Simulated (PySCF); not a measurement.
Structure with atom numbers: `[CH3:1]/[CH:2]=[C:3](/[CH3:4])[F:5]`. Hydrogens are named by the atom that carries them.

GIAO PBE0/pcSseg-1 shifts (PySCF, gas phase, non-relativistic, equivalent atoms averaged), each against references optimised in the same way as the molecule (TMS, CFCl3).

On the GFN2-xTB geometry: C3 167.0, C2 108.0, C4 21.3, C1 12.4, F5 -108.1, H(C2) 4.71, H(C4) 1.99, H(C1) 1.78 ppm.

What changes on the PBE0-D3(BJ)/def2-SVP geometry?

## Answers


```tsv
atoms	δ (ppm)	change
C3	164.7	-2.3
C2	106.7	-1.3
C4	20.3	-1.0
C1	11.4	-1.0
F5	-101.5	+6.6
H(C2)	4.50	-0.21
H(C4)	1.87	-0.12
H(C1)	1.68	-0.10
```

Unscaled 19F shifts against computed CFCl3 carry errors that often reach 10 to 50 ppm.

Bonds between heavy atoms that differ most (equivalent bonds averaged): C3–F5 1.361 → 1.346 Å, C2–C3 1.323 → 1.334 Å, C3–C4 1.490 → 1.485 Å. Mean change of bonds to hydrogen: C–H +0.013 Å.
